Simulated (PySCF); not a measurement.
## Gas-phase thermal properties of C4H10 (isobutane)

Computed with PySCF (xtb for GFN2) and rigid-rotor harmonic-oscillator thermochemistry at 1 bar. 'Table' is the NASA 1993 thermochemical table (part measured, part estimated). 6-31G* has spherical d functions here. All species are closed-shell singlets. B3LYP is the form with VWN-RPA correlation. The harmonic model lacks anharmonicity and excited electronic states, which grow with temperature; levels with a mode under 35 cm⁻¹ are left out. Internal rotation in C4H10 (isobutane) is treated as a harmonic vibration of one conformer, which makes the entropy rough.

| level | point group | σ | ZPE (kJ/mol) | S°298 (J/mol/K) | Cp298 (J/mol/K) | S°1000 (J/mol/K) | H1000 − H298 (kJ/mol) |
|---|---|---|---|---|---|---|---|
| table | - | - | - | 295.5 | 96.6 | 489.3 | 121.8 |
| B3LYP/6-31G* | C3v | 3 | 347.6 | 292.6 | 92.1 | 481.1 | 119.1 |
| GFN2-xTB | C3v | 3 | 342.8 | 294.4 | 92.3 | 484.1 | 119.9 |
| HF/6-31G* | C3v | 3 | 369.5 | 288.6 | 87.1 | 467.6 | 113.4 |
| PBE/def2-SVP | C3v | 3 | 334.9 | 293.8 | 95.4 | 489.0 | 123.1 |
| PBE0/def2-TZVP | C3v | 3 | 345.2 | 292.9 | 92.9 | 483.1 | 120.1 |
σ: rotational symmetry number. Electronic degeneracy used: 1. Frequencies are unscaled.
